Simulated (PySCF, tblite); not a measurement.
**C2HFN2O: geometry, infrared bands, NMR shifts and spin-spin couplings**

What infrared bands, NMR shifts and spin-spin couplings should C2HFN2O (`Fc1conn1`) show?

Programs: tblite 0.8.0 and PySCF 2.14.0, with density-fitted response routines of our own. Each step states its level of theory. These are calculated values for one molecule in the gas phase, unless marked as measured. Atoms count from 0, in the outputs and in this text.

### Step 1. The starting structure

7 atoms, charge 0, multiplicity 1; geometry from: force field or distance geometry start.

Bonds of the start (Å): F0–C1 1.35, C1–C2 1.35, C2–O3 1.36, O3–N4 1.41, N4–N5 1.33, N5–C1 1.36, C2–H6 1.08.

### Step 2. Relaxing the molecule with GFN2-xTB

The job: settings as JSON, then the geometry in Å.

```
{"job": {"kind": "relax", "xc": "GFN2-xTB", "basis": "xTB"}, "charge": 0, "multiplicity": 1}
F      1.881900    -0.770400    -0.313700
C      0.593600    -0.450200    -0.069500
C      0.152700     0.777800     0.281200
O     -1.199200     0.679200     0.439100
N     -1.557300    -0.662600     0.213700
N     -0.448800    -1.326300    -0.103400
H      0.580600     1.757400     0.425100
```

Run with:

```
> OMP_NUM_THREADS=1 python probes_run.py task.json out
```

One launch serves the whole session: the jobs run in the order shown.

**Question.** This job is followed by: GFN2-xTB harmonic vibrations, gas phase; GIAO PBE0/pcSseg-1 NMR shielding, non-relativistic, gas phase; B3LYP/pcJ-1 indirect spin-spin coupling, non-relativistic, gas phase. Predict these results of the whole session: strongest single infrared mode (GFN2-xTB); zero-point energy (GFN2-xTB); ¹³C shifts against TMS (PBE0/pcSseg-1); ¹H shifts against TMS (PBE0/pcSseg-1); ¹⁹F shifts against CFCl3 (PBE0/pcSseg-1); ¹⁷O shifts against H2O (PBE0/pcSseg-1); ¹⁵N shifts against NH3 (PBE0/pcSseg-1); largest coupling of the table (B3LYP/pcJ-1).

**Answer**, as computed:

| quantity | value |
| --- | --- |
| strongest single infrared mode (GFN2-xTB) | 1571 cm⁻¹, 155 km/mol |
| zero-point energy (GFN2-xTB) | 23.1 kcal/mol |
| ¹³C shifts against TMS (PBE0/pcSseg-1) | 166.8, 141.5 ppm |
| ¹H shifts against TMS (PBE0/pcSseg-1) | 8.61 ppm |
| ¹⁹F shifts against CFCl3 (PBE0/pcSseg-1) | -163.4 ppm |
| ¹⁷O shifts against H2O (PBE0/pcSseg-1) | 470.9 ppm |
| ¹⁵N shifts against NH3 (PBE0/pcSseg-1) | 447.1, 373.3 ppm |
| largest coupling of the table (B3LYP/pcJ-1) | ¹J(F,C) F0–C1, -333.8 Hz |

The optimisation took 14 steps and gained 0.316 eV; among the close pairs (by a distance rule), N4–N5 changed most, from 1.330 to 1.248 Å. No mode is imaginary among the 15: a minimum at this level. The strongest single mode, at 1571 cm⁻¹, moves mainly C1. Unscaled tight-binding wavenumbers are off by several per cent, some by more. Its intensities can rank the bands wrongly. At PBE0/pcSseg-1: Shielding is most anisotropic at O3 (span 518 ppm, paramagnetic term -531 ppm). NICS(1)zz of -30 ppm above the planar ring from C1 marks a diatropic (aromatic) ring current. In the run at B3LYP/pcJ-1, the largest coupling of the table is F0–C1, -333.8 Hz, of which the Fermi-contact term gives -322.5 Hz.
